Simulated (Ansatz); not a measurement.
HAsSi, singlet: reading a ladder of total energies

Geometry: that of the HAsSi, triplet, kept fixed.

```yaml
atoms:
  - { symbol: Si, position_ang: [0.0000, 0.0280, 1.7362] }
  - { symbol: As, position_ang: [0.0000, -0.0305, -0.6393] }
  - { symbol: H, position_ang: [0.0000, 1.4877, -0.8606] }
```

Basis cc-pVDZ; Ansatz 0.2.0. Correlated methods freeze the noble-gas cores and the filled d shells of p-block atoms, which leaves 10 electrons in 31 orbitals. Prefix R: restricted or restricted open-shell reference. No spin–orbit coupling is included, and no scalar relativity.

Full CI isn't at hand for all of this; RCCSDT(Q) serves as the reference, and is uncertain by the last step of the cluster series or more.

RCCSD has a T1 diagnostic of 0.030 and a largest doubles amplitude of 0.19.

Runs differ by some tens of microhartree through their thresholds, so steps under 0.03 kcal/mol mean nothing.

| level | total energy (hartree) |
| --- | --- |
| RHF | -2523.614893 |
| RMP2 | -2523.801123 |
| RCCSD | -2523.833314 |
| RCCSD(T) | -2523.845024 |
| RCCSDT | -2523.846429 |
| RCCSDT(Q) | -2523.847696 |

Question: What is the correlation energy at RCCSDT(Q), and what share of it do RMP2 and RCCSD(T) recover?

Answer: E(corr) = -2523.847696 − (-2523.614893) = -0.232803 hartree = -6.335 eV. RMP2: -0.186230 / -0.232803 = 79.99 %. RCCSD(T): -0.230131 / -0.232803 = 98.85 %.

Question: By how many kcal/mol does RCCSD(T) miss RCCSDT(Q) (1 hartree = 627.509 kcal/mol), and which steps make up the rest?

Answer: -2523.845024 − (-2523.847696) = 0.002672 hartree = 1.68 kcal/mol. Steps: RCCSDT − RCCSD(T) = -0.88, RCCSDT(Q) − RCCSDT = -0.80 kcal/mol. With more than one leading determinant such errors change with state and geometry, and needn't cancel in differences.
